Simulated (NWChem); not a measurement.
All runs are NWChem calculations. System: FLi, charge 0, spin multiplicity 1, at a geometry optimised with B3LYP/def2-SVP. The structure started from a generated list of species. Level: CCSD linear response/aug-cc-pVDZ, 1 core orbitals frozen.

NWChem printed:

```
             Northwest Computational Chemistry Package (NWChem) 7.3.0
             --------------------------------------------------------

                                NWChem Input Module
                                -------------------

 Scaling coordinates for geometry "geometry" by  1.889725989
 (inverse scale =  0.529177249)

 Turning off AUTOSYM since
 SYMMETRY directive was detected!

                             Geometry "geometry" -> ""
                             -------------------------

 Output coordinates in angstroms (scale by  1.889725989 to convert to a.u.)

  No.       Tag          Charge          X              Y              Z
 ---- ---------------- ---------- -------------- -------------- --------------
    1 Li                   3.0000     0.00000000     0.00000000    -1.14672400
    2 F                    9.0000     0.00000000     0.00000000     0.38224100

 Effective nuclear repulsion energy (a.u.)       9.3447434853

            Nuclear Dipole moment (a.u.)
            ----------------------------
        X                 Y               Z
 ---------------- ---------------- ----------------
     0.0000000000     0.0000000000    -0.0000056692

      Symmetry information
      --------------------

 Group name             C2v
 Group number             16
 Group order               4
 No. of unique centers     2

      Symmetry unique atoms

     1    2


 Summary of "ao basis" -> "" (spherical)
 ------------------------------------------------------------------------------
       Tag                 Description            Shells   Functions and Types
 ---------------- ------------------------------  ------  ---------------------
 *                        aug-cc-pvdz                 on all atoms

 Summary of "ao basis" -> "ao basis" (spherical)
 ------------------------------------------------------------------------------
       Tag                 Description            Shells   Functions and Types
 ---------------- ------------------------------  ------  ---------------------
 Li                       aug-cc-pvdz                9       23   4s3p2d
 F                        aug-cc-pvdz                9       23   4s3p2d

                                 NWChem SCF Module
                                 -----------------

  ao basis        = "ao basis"
  functions       =    46
  atoms           =     2
  closed shells   =     6
  open shells     =     0
  charge          =   0.00
  wavefunction    = RHF
  use symmetry    = T
  symmetry adapt  = T

 Summary of "ao basis" -> "ao basis" (spherical)
 ------------------------------------------------------------------------------
       Tag                 Description            Shells   Functions and Types
 ---------------- ------------------------------  ------  ---------------------
 Li                       aug-cc-pvdz                9       23   4s3p2d
 F                        aug-cc-pvdz                9       23   4s3p2d

      Symmetry analysis of basis
      --------------------------

        a1         22
        a2          4
        b1         10
        b2         10

 Forming initial guess at       0.0s

      Superposition of Atomic Density Guess
      -------------------------------------

 Sum of atomic energies:        -106.82100946

      Non-variational initial energy
      ------------------------------

 Total energy =    -106.559751
 1-e energy   =    -166.842454
 2-e energy   =      50.937960
 HOMO         =      -0.674247
 LUMO         =      -0.059011

      Symmetry analysis of molecular orbitals - initial
      -------------------------------------------------

 !! scf_movecs_sym_adapt:   28 vectors were symmetry contaminated

  Symmetry fudging

 !! scf_movecs_sym_adapt:   28 vectors were symmetry contaminated

  Numbering of irreducible representations:

     1 a1          2 a2          3 b1          4 b2

  Orbital symmetries:

     1 a1          2 a1          3 a1          4 a1          5 b2
     6 b1          7 a1          8 b2          9 b1         10 a1
    11 a1         12 b1         13 b2         14 a1         15 b2
    16 b1

 Starting SCF solution at       0.2s

 ----------------------------------------------
[...]
    5   0.0015124531445  -0.2351736049115     0.1     0.1
    6   0.0005398732626  -0.2352030641266     0.1     0.1
    7   0.0003456735925  -0.2352085186675     0.1     0.1
    8   0.0001849863427  -0.2352105312519     0.1     0.1
    9   0.0001487151778  -0.2352112119105     0.1     0.1
   10   0.0000964099906  -0.2352135141972     0.1     0.1
   11   0.0000125235300  -0.2352140137601     0.1     0.1
   12   0.0000068012335  -0.2352144164445     0.1     0.1
   13   0.0000043161838  -0.2352141718842     0.1     0.1
   14   0.0000030216802  -0.2352142557769     0.1     0.1
   15   0.0000023172769  -0.2352141991728     0.1     0.1
   16   0.0000004892769  -0.2352142117757     0.1     0.1
 -----------------------------------------------------------------
 Iterations converged
 CCSD correlation energy / hartree =        -0.235214211775717
 CCSD total energy / hartree       =      -107.191662638877531

 Singles contributions

 Doubles contributions

 CCSD Lambda iterations
 ---------------------------------------------
 Iter          Residuum            Cpu    Wall
 ---------------------------------------------
    1          1.1634445361488     0.4     0.4
    2          0.0131596530761     0.4     0.4
    3          0.0021314439534     0.4     0.4
    4          0.0002173551470     0.4     0.4
    5          0.0001048345493     0.4     0.4
    6          0.0000078201618     0.4     0.4
    7          0.0000022606266     0.4     0.4
    8          0.0000004923067     0.4     0.4
 ---------------------------------------------
 Iterations converged
1-PDM CCSD : h-h block

 1PDM h-h block largest contributions

1-PDM CCSD : p-p block

 1PDM p-p block largest contributions

1-PDM CCSD : h-p block

 1PDM h-p block largest contributions

1-PDM CCSD : p-h block

 1PDM p-h block largest contributions

1-PDM CCSD : all done

Lambda-CCSD leading excitations:

 Singles contributions

 Doubles contributions

 CCSD dipole moments / hartree & Debye
 ------------------------------------
   X         0.0000000      0.0000000
   Y        -0.0000000     -0.0000000
   Z         2.4431019      6.2097927
 Total       2.4431019      6.2097927
 ------------------------------------

 X   axis ( b1  symmetry)

 Frequency =       0.0000000 / au

 CCSD-LR iterations
 ---------------------------------------------
 Iter          Residuum            Cpu    Wall
 ---------------------------------------------
    1          0.6342969801608     0.3     0.3
    2          0.8984025534364     0.3     0.3
    3          0.3172306681615     0.3     0.3
    4          0.2614424605933     0.3     0.3
    5          0.1214316542926     0.3     0.3
    6          0.0375231593484     0.3     0.3
    7          0.0252895699134     0.3     0.3
    8          0.0108992891369     0.3     0.3
    9          0.0092591271667     0.3     0.3
   10          0.0043534599833     0.3     0.3
   11          0.0012638712890     0.3     0.3
   12          0.0007158514940     0.3     0.3
   13          0.0004790895704     0.3     0.3
   14          0.0003106459330     0.3     0.3
   15          0.0002254294606     0.3     0.3
   16          0.0000369422839     0.3     0.3
   17          0.0000289673548     0.3     0.3
   18          0.0000141492492     0.3     0.3
   19          0.0000118873388     0.3     0.3
   20          0.0000070257132     0.3     0.3
   21          0.0000012909755     0.3     0.3
   22          0.0000005604657     0.3     0.3
 ---------------------------------------------
 Iterations converged

 Y   axis ( b2  symmetry)

 Frequency =       0.0000000 / au

 CCSD-LR iterations
 ---------------------------------------------
 Iter          Residuum            Cpu    Wall
 ---------------------------------------------
    1          0.6342969801608     0.3     0.3
    2          0.8984025534364     0.3     0.3
    3          0.3172306681615     0.3     0.3
    4          0.2614424605933     0.3     0.3
    5          0.1214316542926     0.3     0.3
    6          0.0375231593484     0.3     0.3
    7          0.0252895699134     0.3     0.3
    8          0.0108992891369     0.3     0.3
    9          0.0092591271667     0.3     0.3
   10          0.0043534599833     0.3     0.3
   11          0.0012638712890     0.3     0.3
   12          0.0007158514940     0.3     0.3
   13          0.0004790895704     0.3     0.3
   14          0.0003106459330     0.3     0.3
   15          0.0002254294606     0.3     0.3
   16          0.0000369422839     0.3     0.3
   17          0.0000289673548     0.3     0.3
   18          0.0000141492492     0.3     0.3
   19          0.0000118873388     0.3     0.3
   20          0.0000070257132     0.3     0.3
   21          0.0000012909755     0.3     0.3
   22          0.0000005604657     0.3     0.3
 ---------------------------------------------
 Iterations converged

 Z   axis ( a1  symmetry)

 Frequency =       0.0000000 / au

 CCSD-LR iterations
 ---------------------------------------------
 Iter          Residuum            Cpu    Wall
 ---------------------------------------------
    1          0.6417636412968     0.3     0.3
    2          0.8827337784709     0.3     0.3
    3          0.2970344521723     0.3     0.3
    4          0.2346848715942     0.3     0.3
    5          0.1001714816709     0.3     0.3
    6          0.0312843101367     0.3     0.3
    7          0.0190578517380     0.3     0.3
    8          0.0092433334388     0.3     0.3
    9          0.0070884004178     0.3     0.3
   10          0.0039495522437     0.3     0.3
   11          0.0009860044379     0.3     0.3
   12          0.0005895907307     0.3     0.3
   13          0.0003966238202     0.3     0.3
   14          0.0002898555315     0.3     0.3
   15          0.0002234600536     0.3     0.3
   16          0.0000370022906     0.3     0.3
   17          0.0000204055652     0.3     0.3
   18          0.0000113552669     0.3     0.3
   19          0.0000082258009     0.3     0.3
   20          0.0000053536908     0.3     0.3
   21          0.0000013626666     0.3     0.3
   22          0.0000006624218     0.3     0.3
 ---------------------------------------------
 Iterations converged

 CCSD-LR dipole moments / hartree & Debye
 --------------------------------
 X       0.0000000      0.0000000
 Y      -0.0000000     -0.0000000
 Z       2.4424097      6.2080332
 --------------------------------

 CCSD Linear Response polarizability / au
 Frequency  =       0.0000000 / au
 Wavelength =        Infinity / nm
 -------------------------------------------------------|-----------------------------------------------
                     atomic units (bohr^3)              |                   angstroms^3
                  X              Y              Z       |             X              Y              Z
 -------------------------------------------------------|-----------------------------------------------
 X            9.0395264     -0.0000000     -0.0000000   |      1.3395199     -0.0000000     -0.0000000
 Y           -0.0000000      9.0395264     -0.0000000   |     -0.0000000      1.3395199     -0.0000000
 Z           -0.0000000     -0.0000000      8.7771189   |     -0.0000000     -0.0000000      1.3006351
 -------------------------------------------------------|-----------------------------------------------
 Eigs =       9.0395264      9.0395264      8.7771189   |      1.3395199      1.3395199      1.3006351
 Isotropic   =               8.9520572                  |                     1.3265583
 Anisotropic =               0.2624075                  |                     0.0388848
 -------------------------------------------------------|-----------------------------------------------

 Task  times  cpu:       35.4s     wall:       35.4s

 Total times  cpu:       35.4s     wall:       35.4s
```

Question: Write an NWChem input that would produce this output.

Answer: Several could match; the one computed here: 
```
start mol
memory heap 100 mb stack 700 mb global 1900 mb
geometry units angstroms nocenter noautoz
  Li     0.000000     0.000000    -1.146724
  F      0.000000     0.000000     0.382241
  symmetry group C2v
end
basis spherical
  * library aug-cc-pvdz
end
scf
  rhf
  nopen 0
  maxiter 100
  thresh 1e-7
  semidirect memsize 60000000 filesize 0
end
tce
  freeze core 1
  ccsd
  thresh 1e-6
  tilesize 24
end
set tce:lineresp T
set tce:afreq 0.0
set tce:respaxis T T T
task tce energy
```
